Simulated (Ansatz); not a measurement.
# CH3F: the cost of one run

The runs use Ansatz 0.2.0, Gaussian basis; PBE0-D4/def2-TZVP structures, single points in def2-TZVPP, no counterpoise correction.

Levels: SPW92, PBE-D4, BLYP-D4, r2SCAN-D4, B97M-V, PBE0-D4, B3LYP-D4, r2SCAN0-D4, BHLYP-D4, CAM-B3LYP-D4, wB97X-V, wB97M-V, B2PLYP, PBE-QIDH, Hartree-Fock, MP2, CCSD, CCSD(T).

Cores are frozen in the correlated methods. Orbitals are unrestricted. B3LYP uses VWN-RPA correlation. B2PLYP carries no dispersion term here.

94 further runs of the same task are left out: 94 set aside as unsound or not needed.

**1. The starting structure**

The complex: 6 atoms, charge 0, spin multiplicity 2.

Atoms are counted from 1 here; the program's logs count them from 0.

Bond lengths: H1–C2 1.092 Å, C2–F3 1.376 Å, C2–H5 1.092 Å, C2–H6 1.092 Å. Angles: H1–C2–F3 109.1°, H1–C2–H5 109.9°, H1–C2–H6 109.9°, F3–C2–H5 109.1°, F3–C2–H6 109.1°, H5–C2–H6 109.9°.

As a file:

| atom | x (Å) | y (Å) | z (Å) |
| --- | --- | --- | --- |
| H1 | -0.5098 | 0.6078 | 0.2501 |
| C2 | -0.3718 | -0.2179 | -0.4518 |
| F3 | 0.8502 | -0.8067 | -0.2185 |
| H4 | 1.5878 | 1.2197 | 2.2070 |
| H5 | -0.3970 | 0.1584 | -1.4770 |
| H6 | -1.1594 | -0.9613 | -0.3097 |

Its parts: CH₃F holds atoms 1, 2, 3, 5, 6; H radical holds atoms 4. Each part counts its atoms afresh in its own runs.

**2. Relaxing CH₃F alone**

File relax-a/in.yaml:

```yaml
crystal:
  periodic: [false, false, false]
  atoms:
    - {symbol: H, position_ang: [-0.509797, 0.607754, 0.250085]}
    - {symbol: C, position_ang: [-0.371818, -0.217905, -0.451830]}
    - {symbol: F, position_ang: [0.850246, -0.806736, -0.218536]}
    - {symbol: H, position_ang: [-0.397015, 0.158433, -1.476981]}
    - {symbol: H, position_ang: [-1.159402, -0.961342, -0.309662]}
basis:
  gaussian: {orbitals: def2-TZVP}
hamiltonian: {xc: pbe0, dispersion: d4}
relax: {f_tol: 0.005, max_steps: 200}
```

Command:

```
$ ansatz run in.yaml --threads 2 --pin off --events-out ev --progress --plain --max-ram 4352MiB
```

**Question.** How long does this run take on 2 threads of Arm Neoverse V2, shared host?

About 1.7 s.
